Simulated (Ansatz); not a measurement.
This script drives Ansatz 0.2.0 through its Python package.

`run_torsion.py`:
```python
# -*- coding: utf-8 -*-
'''Energy of C3H3NS as one group turns about a bond.'''

import ansatz as az
from ase import Atoms

BASIS_SET = 'def2-SVP'
FUNCTIONAL = 'cam_b3lyp'
FMAX = 0.02


def main():
    atoms = Atoms(['C', 'C', 'C', 'N', 'S', 'H', 'H', 'H'], positions=[
        [1.2389, -0.4062, 1.3169],
        [0.4305, -0.0936, 0.4104],
        [-0.5006, 0.2355, -0.6718],
        [0.0674, 1.0557, -1.545],
        [-2.0523, -0.4427, -0.7402],
        [1.8622, -0.5844, 2.0959],
        [0.9799, 1.3254, -1.3129],
        [-1.9339, -1.1469, 0.3909],
    ])

    # start the scan from a relaxed geometry
    first = (
        az.Crystal.molecule_from_ase(atoms).calculation()
        .basis(gaussian=BASIS_SET)
        .functional(FUNCTIONAL)
        .relax(force_tolerance=FMAX, max_steps=80)
    )
    atoms.positions = first.run(threads=1).report['positions_ang']

    start = atoms.get_dihedral(1, 2, 4, 7)
    energies = {}
    for turn in range(0, 360, 30):
        turned = atoms.copy()
        turned.set_dihedral(1, 2, 4, 7, start + turn, indices=[4, 7])
        base = az.Crystal.molecule_from_ase(turned).calculation()
        base = base.basis(gaussian=BASIS_SET)
        base = base.functional(FUNCTIONAL)
        energies[round((start + turn) % 360)] = base.run(threads=1).report['free_energy_ev']
    floor = min(energies.values())
    print('dihedral C1-C2-S4-H7 (deg)   E - E(min) (kJ/mol)')
    for angle, e in sorted(energies.items()):
        print(f'{angle:8d} {96.485332 * (e - floor):14.3f}  ' + '#' * int(30 * (e - floor) / max(max(energies.values()) - floor, 1e-9)))


if __name__ == '__main__':
    main()
```

It is started by `python run_torsion.py`. Estimate its wall time and peak memory on 1 thread of Arm Neoverse V2, with other jobs on the host.

It took about 55 s, with a peak of 0.28 GiB, for 13 runs of the engine.

```console
$ python run_torsion.py
dihedral C1-C2-S4-H7 (deg)   E - E(min) (kJ/mol)
       0          4.270  ####
      30          8.981  #########
      60         20.568  #####################
      90         28.568  ##############################
     120         22.842  #######################
     150          8.034  ########
     180          0.000
     210          8.337  ########
     240         23.103  ########################
     270         28.544  #############################
     300         20.350  #####################
     330          8.826  #########
```

The scan is rigid and the energies are electronic, in a modest basis. With rigid groups the curve can differ much from the relaxed path, the start wasn't checked as a minimum of this torsion, and equivalent turns needn't return to the same energy.
